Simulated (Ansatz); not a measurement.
## Worked example: correlation energy of ZnH⁺, singlet

Geometry: that of the ZnH, doublet, kept fixed.

```json
{"atom": "Zn", "x (Å)": "0.0000", "y (Å)": "0.0000", "z (Å)": "0.0000"}
{"atom": "H", "x (Å)": "0.0000", "y (Å)": "0.0000", "z (Å)": "1.6172"}
```

Basis def2-SVP; Ansatz 0.2.0. Correlated methods freeze the noble-gas cores, which leaves 12 electrons in 27 orbitals. R marks a restricted (for open shells ROHF) determinant. No spin–orbit coupling is included, and no scalar relativity. The metal's outer-core shells are frozen, which leaves out core–valence correlation.

Full CI isn't at hand for all of this; RCCSDTQ serves as the reference, and is uncertain by about the last step of the cluster series.

Runs differ by some tens of microhartree through their thresholds, so steps under 0.03 kcal/mol mean nothing.

```tsv
level	total energy (hartree)
RHF	-1777.825717
RMP2	-1778.112590
RCCSD	-1778.101139
RCCSD(T)	-1778.108184
RCCSDT	-1778.107631
RCCSDT(Q)	-1778.106775
RCCSDTQ	-1778.107075
```

Problem. What is the correlation energy at RCCSDTQ, and what share of it do RMP2 and RCCSDT(Q) recover?

Solution. E(corr) = -1778.107075 − (-1777.825717) = -0.281358 hartree = -7.656 eV. RMP2: -0.286873 / -0.281358 = 101.96 %. RCCSDT(Q): -0.281058 / -0.281358 = 99.89 %.

Problem. By how many kcal/mol does RCCSD(T) miss RCCSDTQ (1 hartree = 627.509 kcal/mol), and which steps make up the rest?

Solution. -1778.108184 − (-1778.107075) = -0.001109 hartree = -0.70 kcal/mol. Steps: RCCSDT − RCCSD(T) = 0.35, RCCSDT(Q) − RCCSDT = 0.54, RCCSDTQ − RCCSDT(Q) = -0.19 kcal/mol. That is within 1 kcal/mol of the reference in this basis, which itself misses far more of the correlation at the basis-set limit.
